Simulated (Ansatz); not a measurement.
**C₃H₈O₂: up Jacob's ladder to CCSD(T)**

One table from this session's results is given with a row withheld; the runs are named, their logs left out.

The runs use Ansatz 0.2.0, Gaussian basis; functionals in def2-TZVPP, the program's frozen cores in correlated methods.

Plan: PBE-D4, r2SCAN-D4, PBE0-D4, B3LYP-D4, ωB97X-V, ωB97M-V, B2PLYP; CCSD(T)/def2-TZVPP; MP2/def2-QZVPP; extrapolation to the limit.

### Structure used throughout

The geometry comes from an earlier relaxation with PBE0-D4 in a triple-zeta def2 set; it is a stationary point, not always the lowest conformer.

SMILES `CCC(O)O`, 13 atoms, charge 0, spin multiplicity 1.

Atoms are counted from 1 here; the program's logs count them from 0.

Bond lengths: C1–C2 1.517 Å, C1–H6 1.092 Å, C1–H7 1.092 Å, C1–H8 1.093 Å, C2–C3 1.513 Å, C2–H9 1.093 Å, C2–H10 1.097 Å, C3–O4 1.402 Å, C3–O5 1.402 Å, C3–H11 1.098 Å, O4–H12 0.962 Å, O5–H13 0.964 Å. Angles: C2–C1–H6 111.0°, C2–C1–H7 111.2°, C2–C1–H8 111.2°, H6–C1–H7 108.2°, H6–C1–H8 107.6°, H7–C1–H8 107.5°, C1–C2–C3 112.9°, C1–C2–H9 110.8°, C1–C2–H10 110.9°, C3–C2–H9 107.9°, C3–C2–H10 107.7°, H9–C2–H10 106.4°, C2–C3–O4 107.2°, C2–C3–O5 113.1°, C2–C3–H11 110.4°, O4–C3–O5 111.2°, O4–C3–H11 110.9°, O5–C3–H11 104.1° and more.

The first run:

in.yaml reads:

```yaml
crystal:
  periodic: [false, false, false]
  atoms:
    - {symbol: C, position_ang: [-0.985792, 1.174984, -0.595602]}
    - {symbol: C, position_ang: [0.020468, 0.631203, 0.400917]}
    - {symbol: C, position_ang: [0.219322, -0.864068, 0.280396]}
    - {symbol: O, position_ang: [1.104964, -1.246977, 1.297514]}
    - {symbol: O, position_ang: [0.692909, -1.257396, -0.979729]}
    - {symbol: H, position_ang: [-1.088574, 2.257164, -0.496095]}
    - {symbol: H, position_ang: [-0.684359, 0.954391, -1.621284]}
    - {symbol: H, position_ang: [-1.973548, 0.732543, -0.440254]}
    - {symbol: H, position_ang: [-0.292632, 0.846549, 1.426010]}
    - {symbol: H, position_ang: [0.998821, 1.109410, 0.269664]}
    - {symbol: H, position_ang: [-0.741164, -1.387269, 0.380724]}
    - {symbol: H, position_ang: [1.230683, -2.198192, 1.229413]}
    - {symbol: H, position_ang: [1.519301, -0.786942, -1.136972]}
basis:
  gaussian: {orbitals: def2-TZVPP}
hamiltonian: {xc: pbe, dispersion: d4}
output: {forces: true, orbitals: {seedname: orbitals}}
```

Run with:

```
> ansatz run in.yaml --threads 4 --pin off --events-out ev --progress --plain --max-ram 10444MiB
```

Steps of the session up to this table: PBE-D4 (GGA); r2SCAN-D4 (meta-GGA); PBE0-D4 (hybrid); B3LYP-D4 (hybrid); ωB97X-V (range-separated); ωB97M-V (range-separated); B2PLYP (double hybrid); CCSD(T) in def2-TZVPP; MP2 in def2-QZVPP.

One table of the session follows, with a row left open; its other results are not shown here.

| method | atomisation energy (kJ/mol) |
| --- | --- |
| PBE-D4 | 5191.3 |
| r2SCAN-D4 | 5087.3 |
| PBE0-D4 | 5091.8 |
| B3LYP-D4 | 5070.3 |
| ωB97X-V | 5084.0 |
| ωB97M-V | 5094.6 |
| B2PLYP | 5026.3 |
| HF/def2-TZVPP | 3665.2 |
| MP2/def2-TZVPP | ? |
| CCSD/def2-TZVPP | 4892.2 |
| CCSD(T)/def2-TZVPP | 4963.2 |
| MP2/CBS | 5168.9 |
| CCSD(T)/CBS | 5087.7 |

Estimate the missing values for MP2/def2-TZVPP.

**Answer.** atomisation energy (kJ/mol): 5044.5. In the column «atomisation energy (kJ/mol)» it lies between B2PLYP (5026.3) and B3LYP-D4 (5070.3).
